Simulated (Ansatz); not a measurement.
Total energies of [BH4]- (BH4⁻) from Ansatz at PBE0-D4/def2-TZVPD, gas phase (1 Eh = 27.2114 eV = 2625.5 kJ/mol). The reference geometry is relaxed at PBE0-D4/def2-TZVPD.

```xyz
5

B     0.0000    0.0000    0.0000
H    -0.3950    1.0598    0.5074
H     0.3819    0.2142   -1.1597
H    -0.9280   -0.8217   -0.0158
H     0.9411   -0.4524    0.6681
```

```tsv
state	geometry	energy (Eh)
charge -1 singlet	reference	-27.21776
charge 0 doublet	reference	-27.05806
charge 0 doublet	relaxed at PBE0-D4/def2-TZVPD	-27.10754
```

Question: Work out the vertical ionisation energy to the doublet.

Answer: E(charge 0 doublet) − E(charge -1 singlet) = -27.05806 − (-27.21776) = 0.15970 Eh = 4.35 eV. For comparison, −ε of the highest occupied level is 1.93 eV at this level, 2.42 eV less.

Question: How much does the charge 0 doublet relax, and what is the adiabatic ionisation energy?

Answer: Relaxation: -27.05806 − (-27.10754) = 0.04948 Eh = 1.35 eV. Adiabatic ionisation energy: 0.11022 Eh = 3.00 eV, without zero-point energy.
